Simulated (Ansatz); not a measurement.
Geometry optimisation, Ansatz 0.2.0, UKS PBE0-D4/cc-pVDZ.

Input file:

```yaml
crystal:
  periodic: [false, false, false]
  atoms:
    - { symbol: Si, position_ang: [-0.27551, 0.40018, -0.35396] }
    - { symbol: C, position_ang: [0.84418, -0.36437, 0.80912] }
    - { symbol: Cl, position_ang: [0.76521, -2.00738, 1.27303] }
    - { symbol: H, position_ang: [-1.43437, 0.17085, -1.23115] }
    - { symbol: H, position_ang: [0.10049, 1.80072, -0.49704] }
magnetization:
  spin_polarized: true
  initial_magnetization: 1
basis:
  gaussian: { orbitals: cc-pVDZ }
hamiltonian:
  xc: pbe0
  dispersion: d4
relax:
  f_tol: 0.015
  max_steps: 40
```

Run as:

```bash
$ ansatz run input.yaml --threads 1 --pin off --max-ram 2048MiB --backend cpu --events-out ev --progress --plain --runs-dir out
```

Where does it end, and by what steps?

The run converged. After 6 steps the energy has fallen by 0.497 eV; C2 moved furthest, 0.28 Å.

| step | energy less start (eV) | largest force component (eV/Å) | accepted |
| --- | --- | --- | --- |
| 0 | 0.0000 | 1.998 | yes |
| 1 | -0.3871 | 1.088 | yes |
| 2 | -0.4719 | 0.566 | yes |
| 3 | -0.4854 | 0.173 | yes |
| 4 | -0.4928 | 0.051 | yes |
| 5 | -0.4964 | 0.022 | yes |
| 6 | -0.4967 | 0.005 | yes |

```xyz
5
Properties=species:S:1:pos:R:3
Si -0.249 0.516 -0.367
C 0.635 -0.499 0.681
Cl 0.854 -2.005 1.345
H -1.412 0.055 -1.177
H 0.172 1.934 -0.482
```

The run took 28 s on 1 thread of Arm Neoverse V1, with other jobs on the host, peak memory 0.15 GiB.
